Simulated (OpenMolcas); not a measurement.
# [PH2]− (phosphanide) at 6 levels

We compute a comparison of 6 runs (B2PLYP/6-31G, B3LYP/6-31G, M06-2X/6-31G, PBE/6-31G, MP2/6-31G, CISD/6-31G) of [PH2]− (phosphanide). 

Program for the calculation: OpenMolcas 26.06.

## (1) The system as given

The species is [PH2]− (3 atoms), meant as a singlet with charge -1. As SMILES, `[PH2-]`. The P1–H3 distance was set to 1.681 Å, away from the relaxed value.

Bond lengths: P1–H2 1.345 Å. A long bond or contact: P1–H3 1.681 Å.

## (2) The energy at B2PLYP/6-31G (run 1)

The input, struct.xyz:

```xyz
3

P      0.774783    -0.192810     0.408862
H      0.381453     1.090990     0.328942
H     -0.604500    -0.696650    -0.410180
```

The input, mol.inp:

```
&GATEWAY
  BasLib = $CurrDir
  Coord = struct.xyz
  Basis = 6-31G
  Group = NoSym

&SEWARD
  GridInput
  Grid=UltraFine
  End of Grid

&SCF
  Charge = -1
  KSDFT = B2PLYP_SCF
  Thresholds = 1e-10 1e-07 1e-07 1e-05
  PrOrbitals = 1 1

&MBPT2
  Frozen = 5
```

The basis set 6-31G is read from a file made from the Basis Set Exchange's data (not shown).

On the command line:

```bash
$ export MOLCAS_MEM=1860
$ pymolcas mol.inp > mol.log
```

The log of the run:

```text
--- Start Module: gateway ---
[...]
--- Stop Module: gateway /rc=_RC_ALL_IS_WELL_ ---
[...]
      Basis functions           17
[...]
--- Start Module: scf ---
[...]
       Convergence after  12 Iterations
[...]
::    Total KS-DFT energy                            -342.2789266785
[...]
      Total spin, S                                     0.0000000000
[...]
      Total electronic charge=   18.000000
      Total            charge=   -1.000000
[...]
      Dipole Moment (debye):
      Origin of the operator (angstrom)=    0.7206   -0.1690    0.3814
                   X= -3.9999E-03               Y=  9.4687E-01               Z=  9.9698E-02           Total=  9.5211E-01
      Center of Charge (angstrom)
[...]
--- Stop Module: scf /rc=_RC_ALL_IS_WELL_ ---
[...]
--- Start Module: mbpt2 ---
[...]
 ###    WARNING: MP2 implementation intended for RHF references only         ###
 ###############################################################################
MBPT2 WARNING: Reference function according to RunFile:KS-DFT
I'll assume you know what you're doing and continue
WARNING!
Default frozen orbitals as non valence orbitals is overwritten by user input.
Default values:   5
[...]
       Reference weight ( Cref**2 )         =        0.94647
::    Total MBPT2 energy                             -342.3538847778
[...]
      Total MBPT2 calculations                           0.03      0.04
--- Stop Module: mbpt2 /rc=_RC_ALL_IS_WELL_ ---
[...]
```

Run time: 3.9 s. Hardware: 1 thread of Arm Neoverse V2, shared host; peak memory 0.36 GiB.

## (3) The energy at B3LYP/6-31G (run 2)

struct.xyz is that of step 2.

The input, mol.input:

```
* H2P Kohn-Sham DFT
>>> EXPORT MOLCAS_PRINT=2

&GATEWAY
 BasLib
 $CurrDir
 Coord
 struct.xyz
 Basis
 6-31G
 Group
 NoSym

&SEWARD
 GridInput
 Grid=UltraFine
 End of Grid

&SCF
 Charge
 -1
 KSDFT
 B3LYP
 Thresholds
 1e-10 1e-07 1e-07 1e-05
 PrOrbitals
 1 1
```

The basis set 6-31G is read from a file made from the Basis Set Exchange's data (not shown).

On the command line:

```bash
$ export MOLCAS_MEM=1860
$ pymolcas mol.input > mol.log
```

The log of the run:

```text
--- Start Module: gateway ---
[...]
--- Stop Module: gateway /rc=_RC_ALL_IS_WELL_ ---
--- Start Module: seward ---
[...]
      Basis functions           17
--- Stop Module: seward /rc=_RC_ALL_IS_WELL_ ---
--- Start Module: scf ---
[...]
       Convergence after  13 Iterations
[...]
::    Total KS-DFT energy                            -342.4924152634
[...]
      Total spin, S                                     0.0000000000
[...]
      Total electronic charge=   18.000000
      Total            charge=   -1.000000
[...]
      Dipole Moment (debye):
      Origin of the operator (angstrom)=    0.7206   -0.1690    0.3814
                   X= -8.3403E-02               Y=  9.4878E-01               Z=  5.5875E-02           Total=  9.5408E-01
      Center of Charge (angstrom)
[...]
--- Stop Module: scf /rc=_RC_ALL_IS_WELL_ ---
[...]
```

Wall time 3.6 s (1 thread of Arm Neoverse V2, shared host); peak memory 0.36 GiB.

Runs 3 to 5 aren't shown in full; the table further down has their settings and results.

## (4) A single-point energy at CISD/6-31G (run 6)

struct.xyz is that of step 3.

The input, mol.inp:

```
* H2P CISD

&GATEWAY
 BASLIB
 $CurrDir
 COORD
 struct.xyz
 BASIS
 6-31G
 GROUP
 NoSym

&SEWARD

&SCF
 CHARGE
 -1
 THRESHOLDS
 1e-10 1e-07 1e-07 1e-05
 PRORBITALS
 1 1

&MOTRA
 FROZEN
 5

&GUGA
 ELECTRONS
 8
 SPIN
 1
 INACTIVE
 4
 ACTIVE
 0
 CIALL
 1

&CPF
 SDCI
```

The basis set 6-31G is read from a file made from the Basis Set Exchange's data (not shown).

On the command line:

```bash
$ export MOLCAS_MEM=1860
$ pymolcas mol.inp > mol.log
```

The log of the run:

```text
--- Start Module: gateway ---
[...]
--- Stop Module: gateway /rc=_RC_ALL_IS_WELL_ ---
[...]
      Basis functions           17
[...]
       Convergence after  12 Iterations
[...]
::    Total SCF energy                               -341.7929967617
[...]
      Total spin, S                                     0.0000000000
[...]
      *** WARNING: Default frozen orbitals is overwritten by user input.
      *** Default values:   5
[...]
--- Start Module: guga ---
[...]
--- Stop Module: guga /rc=_RC_ALL_IS_WELL_ ---
--- Start Module: cpf ---
[...]
      Active orbitals                            0       0
[...]
      Spin quantum number                      0.0
[...]
     FINAL CI ENERGY          -341.86696948
     FINAL CORRELATION ENERGY   -0.07397272  REFERENCE ENERGY    -341.79299676
[...]
     REL. CI ENERGY           -341.86696948
[...]
      Total electronic charge=   18.000000
      Total            charge=   -1.000000
[...]
      Dipole Moment (debye):
      Origin of the operator (angstrom)=    0.7206   -0.1690    0.3814
                   X= -1.0782E-01               Y=  9.2469E-01               Z=  3.9740E-02           Total=  9.3180E-01
      Quadrupole Moment (debye*angstrom):
[...]
--- Stop Module: cpf /rc=_RC_ALL_IS_WELL_ ---
[...]
```

Run time: 1.7 s. Hardware: 1 thread of Arm Neoverse V2, shared host; peak memory 0.37 GiB.

## (5) Overview of the runs

```
run         level  frozen core orbitals  integration grid  energy (Eh)  HOMO energy (eV)  LUMO energy (eV)  HOMO–LUMO gap (eV)  wall time
  1  B2PLYP/6-31G                     5         UltraFine  -342.299165              0.75              8.24                7.50      3.9 s
  2   B3LYP/6-31G                     –         UltraFine  -342.492415              1.91              6.80                4.89      3.6 s
  3  M06-2X/6-31G                     –         UltraFine  -342.438129              0.66              7.80                7.14      4.2 s
  4     PBE/6-31G                     –         UltraFine  -342.304756              2.75              6.09                3.34      3.3 s
  5     MP2/6-31G                     5                 –  -341.851504             -0.90             10.26               11.16      1.6 s
  6    CISD/6-31G                     5                 –  -341.866969             -0.90             10.26               11.16      1.7 s
```

## (6) Summary of results

| quantity | value |
| --- | --- |
| run 6: total energy | -341.86697 Eh |
| run 6: HOMO energy (Hartree–Fock orbitals) | -0.90 eV |
| run 6: LUMO energy (Hartree–Fock orbitals) | 10.26 eV |
| run 6: HOMO–LUMO gap (to an unbound level, set by the basis) | 11.16 eV |
| run 6: correlation energy (5 core orbitals frozen) | -74.0 mEh |

What this shows: Over runs 1, 2, 3, 4 the HOMO–LUMO gap runs from 3.34 eV (PBE/6-31G) to 7.50 eV (B2PLYP/6-31G). The empty levels of an anion lie above zero and hang on the basis. A double hybrid's value is that of its SCF part. For B2PLYP the log adds the whole second-order term; the table takes 0.27 of it, as the functional is defined. Totals of different functionals can't be ranked against each other. In runs 1, 2, 3, 4 the HOMO lies above zero, so the outermost electron may be held by the basis alone. All runs together took 18 s, the longest 4.2 s.
